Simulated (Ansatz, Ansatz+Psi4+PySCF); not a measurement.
```
atom   x (Å)    y (Å)    z (Å)
   O  0.0000   0.0000   0.6782
   C  0.0000   0.0000  -0.5419
   H  0.0000   0.9175  -1.1188
   H  0.0000  -0.9175  -1.1188
```

Basis set: cc-pVTZ (spherical functions). Correlated methods keep 2 orbitals frozen. Charge 0, multiplicity 1.

Computed with Ansatz (development build ahead of 0.2.0); each method stands on the lowest determinant of its kind that the runs found. Restricted open shells among the atoms or ions are ROHF, correlated in semicanonical orbitals with singles.

The atomization energy at this shape (free ground-state atoms in the same class of orbitals less the molecule, no zero-point energy) of singlet CH2O:

```tsv
method	atomization energy
RHF-CCSD(T)	363.39 kcal/mol
RHF	262.38 kcal/mol
```

(1) What does RHF-MP2 give?

Answers

(1) 372.53 kcal/mol.
